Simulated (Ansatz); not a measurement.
The cluster SiS₂⁻. Total charge -1; doublet. Geometry PBE-D4/def2-TZVPD; atoms count from 1.

```xyz
3

Si    0.532   -0.031    0.019
S    -0.278   -1.117   -1.493
S    -0.253    1.148    1.474
```

The structure comes from a short search, and lower isomers may exist.

(1) Estimate the Mulliken populations from the PBE0/def2-TZVPD orbitals of Ansatz.

(2) Where does the spin sit?

(3) And the Mayer bond orders between heavy atoms (over 0.3)?

Results:

(1) 
```
atom  charge (e)  spin (α − β)
 Si1        0.18          0.58
  S2       -0.59          0.21
  S3       -0.59          0.21
```
Mulliken values depend strongly on the basis. With diffuse functions, as here, like atoms can get unlike values, and bond orders can come out too low or too high.

(2) Summed by element: Si 0.58, S 0.42, of 1 unpaired in all. Largest on single atoms: Si1 0.58, S2 0.21, S3 0.21.

(3) Si1–S2 1.79 (2.03 Å); Si1–S3 1.79 (2.03 Å).
